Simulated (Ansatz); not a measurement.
# Could GaO exist in this structure?

Plane-wave DFT in Ansatz with scalar-relativistic PAW potentials. The crystal relaxes under PBE to P6_3/mmc with a = 3.105 Å, c = 13.856 Å, 14.46 Å³/atom. No spin polarisation. The structure is a made-up candidate, not known to be the stable one.

```cif
data_structure
_symmetry_space_group_name_H-M 'P6_3/mmc'
_symmetry_Int_Tables_number 194
_cell_length_a 3.1051
_cell_length_b 3.1051
_cell_length_c 13.8556
_cell_angle_alpha 90.000
_cell_angle_beta 90.000
_cell_angle_gamma 120.000
_cell_volume 115.69
loop_
_atom_site_label
_atom_site_type_symbol
_atom_site_symmetry_multiplicity
_atom_site_Wyckoff_symbol
_atom_site_fract_x
_atom_site_fract_y
_atom_site_fract_z
_atom_site_occupancy
Ga1 Ga 4 f 0.33333 0.66667 0.15960 1
O1 O 4 f 0.33333 0.66667 0.60710 1
```

Q: Test it against the elements, against displacements at the zone centre and against strain.

A:
- Energy over the elements: -1.433 eV/atom (PBE, standard states in the same functional, gases uncorrected)
- Optical modes at Γ: all 21 real, 19 to 491 cm⁻¹ (PBE, without the LO-TO term)
- Least eigenvalue of the elastic tensor: 7 GPa (PBE)

It passes all three tests. So it is a local minimum against everything tried and bound against the elements. Modes at other wave vectors, other structures and decomposition into other compounds weren't tested here.

The cell holds layers, and where no dispersion correction was added their binding is poorly described.